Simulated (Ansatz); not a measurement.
# HOF (hypofluorous acid) at 6 levels

We compute a comparison of 6 runs (HF/STO-3G, B3LYP/STO-3G, UPBE/STO-3G, MP2/STO-3G, CCSDT/STO-3G, CCSD/STO-3G) of HOF (hypofluorous acid). 

The calculation is run with Ansatz 0.2.0.

55 further runs of the same task are left out: 1 that didn't finish, 54 set aside as unsound or not needed.

### 1 The structure to begin with

The species is HOF (3 atoms), meant as a singlet with charge 0. SMILES: `OF`. The H3–O1 distance was set to 1.938 Å, away from the relaxed value. At this shape a bond of the SMILES string is far longer than usual.

Bond lengths: O1–F2 1.406 Å.

### 2 A single-point energy at HF/STO-3G (run 1)

input.yaml reads:

```yaml
crystal:
  periodic: [false, false, false]
  atoms:
    - {symbol: O, position_ang: [1.069866, 0.383596, 0.638007]}
    - {symbol: F, position_ang: [0.417366, 1.608556, 0.410697]}
    - {symbol: H, position_ang: [-0.208690, -0.804280, -0.205350]}
basis:
  gaussian:
    orbitals: STO-3G
hamiltonian:
  xc: hf
accuracy: high
```

Started as:

```console
ansatz run input.yaml --threads 1 --pin off --max-ram 3480MiB --events-out events.jsonl --progress --plain --runs-dir runs
```

Output:

```text
Warning: RAYON_NUM_THREADS=1 ignored (pool sized by the plan → 1); use --threads N
Functional definition: HF
  name "HF"
  exchange = exact_x
  correlation = 0
167 factors; integrals over basis functions are off by at most 3.5e-8 eV
mean field evaluation 1: about -4682.1631 eV, gradient 1.2e1 eV
mean field evaluation 2: about -4682.2554 eV, gradient 1.2e1 eV
mean field evaluation 4: about -4683.5944 eV, gradient 1.7e0 eV
mean field evaluation 8: about -4683.6241 eV, gradient 1.2e-3 eV
mean field evaluation 16: about -4683.6241 eV, gradient 2.5e-8 eV
mean field -4683.62411632 eV, -172.1200116001 hartree, gradient 2.5e-8 eV, S^2 0.000000; 0 other end points of the search recorded, 0 dependent functions left out
reference -4683.62411632 eV, -172.1200116001 hartree; 9, 9 occupied and 2, 2 virtual orbitals, 167 factors
Total energy: -4683.62411632 eV, -172.1200116001 hartree
```

Run time: 0.06 s. Hardware: 1 thread of Arm Neoverse V1, shared host.

### 3 The energy at B3LYP/STO-3G (run 2)

run.yaml reads:

```yaml
crystal:
  periodic: [false, false, false]
  atoms:
    - {symbol: O, position_ang: [1.069866, 0.383596, 0.638007]}
    - {symbol: F, position_ang: [0.417366, 1.608556, 0.410697]}
    - {symbol: H, position_ang: [-0.208690, -0.804280, -0.205350]}
basis:
  gaussian: {orbitals: STO-3G}
hamiltonian: {xc: {name: B3LYP}}
accuracy: high
```

Started as:

```console
ansatz run run.yaml --threads 1 --pin off --max-ram 3480MiB --events-out events.jsonl --progress --plain --runs-dir runs
```

Output:

```text
Warning: RAYON_NUM_THREADS=1 ignored (pool sized by the plan → 1); use --threads N
Functional definition: B3LYP
  name "B3LYP"
  parameter a0 = 0.2
  parameter ax = 0.72
  parameter ac = 0.81
  exchange = (1 - a0 - ax)*slater_x + ax*b88_x + a0*exact_x
  correlation = (1 - ac)*vwn_rpa_c + ac*lyp_c
167 factors; integrals over basis functions are off by at most 3.5e-8 eV
mean field evaluation 1: about -4704.5420 eV, gradient 8.6e0 eV
mean field evaluation 2: about -4702.4322 eV, gradient 1.9e1 eV
mean field evaluation 4: about -4704.7831 eV, gradient 4.2e0 eV
mean field evaluation 8: about -4704.8603 eV, gradient 2.8e-1 eV
mean field evaluation 16: about -4704.8606 eV, gradient 4.7e-7 eV
mean field -4704.86062505 eV, -172.9004389016 hartree, gradient 6.9e-8 eV, S^2 0.000000; 0 other end points of the search recorded, 0 dependent functions left out
reference -4704.86064174 eV, -172.9004395148 hartree; 9, 9 occupied and 2, 2 virtual orbitals, 167 factors
Total energy: -4704.86064174 eV, -172.9004395148 hartree
```

Wall time 0.48 s (1 thread of Arm Neoverse V1, shared host).

Runs 3 to 5 aren't shown in full; the table further down has their settings and results.

### 4 The energy at CCSD/STO-3G (run 6)

in.yaml reads:

```yaml
crystal:
  periodic: [false, false, false]
  atoms:
    - {symbol: O, position_ang: [1.069866, 0.383596, 0.638007]}
    - {symbol: F, position_ang: [0.417366, 1.608556, 0.410697]}
    - {symbol: H, position_ang: [-0.208690, -0.804280, -0.205350]}
basis:
  gaussian:
    orbitals: STO-3G
correlation:
  method: ccsd
  frozen_orbitals: {F: 1, H: 0, O: 1}
scf:
  omitted_lower_state_checks: [cluster_reference, increment]
accuracy: high
```

Started as:

```console
ansatz run in.yaml --threads 1 --pin off --max-ram 3480MiB --events-out events.jsonl --progress --plain --runs-dir runs
```

Output:

```text
Warning: RAYON_NUM_THREADS=1 ignored (pool sized by the plan → 1); use --threads N
[... 12 lines left out ...]
2 core orbitals not correlated: weight in the atoms' cores, before any rotation towards them, 1.000 or more for the frozen orbitals, at most 0.000 for the correlated occupied ones
[... 32 lines left out ...]
WARN: these amplitudes may be one of several solutions (largest doubles amplitude 0.55, level shift 8.45 eV)
Total energy: -4689.78619944 eV, -172.3464639780 hartree
Checks for a lower state left out: cluster_reference, increment
```

Run time: 0.12 s. Hardware: 1 thread of Arm Neoverse V1, shared host.

### 5 Overview of the runs

```
run         level  frozen core orbitals  energy (Eh)  wall time
  1     HF/STO-3G                     –  -172.120012     0.06 s
  2  B3LYP/STO-3G                     –  -172.900440     0.48 s
  3   UPBE/STO-3G                     –  -172.769023      3.3 s
  4    MP2/STO-3G                     2  -172.268721     0.08 s
  5  CCSDT/STO-3G                     2  -172.351539     0.16 s
  6   CCSD/STO-3G                     2  -172.346464     0.12 s
```

### 6 Summary of results

| quantity | value |
| --- | --- |
| run 6: total energy | -172.34646 Eh |
| run 6: correlation energy (2 core orbitals frozen) | -226.5 mEh |
| run 6: T1 diagnostic | 0.021 |

What this shows: Below the HF energy at the same shape and in the same basis (STO-3G): MP2 -148.7 mEh; CCSDT -231.5 mEh; CCSD -226.5 mEh. Totals of different functionals can't be ranked against each other. In runs 4, 5, 6 the log says that unrestricted orbitals would lower the reference, so the values rest on an unstable closed-shell determinant (other closed-shell runs at this shape may share the fault). In runs 1, 2, 3, 4, 5, 6 the basis is minimal, so the values are rough. In runs 1, 2, 4, 6 a closed-shell determinant meets a far-stretched bond, which it describes badly. Spin contamination of the reference: run 3 ⟨S²⟩ = 0.60. Where it is this large, the reference is a mixture of spin states, and values that rest on it are in doubt. All runs together took 4.2 s, the longest 3.3 s.
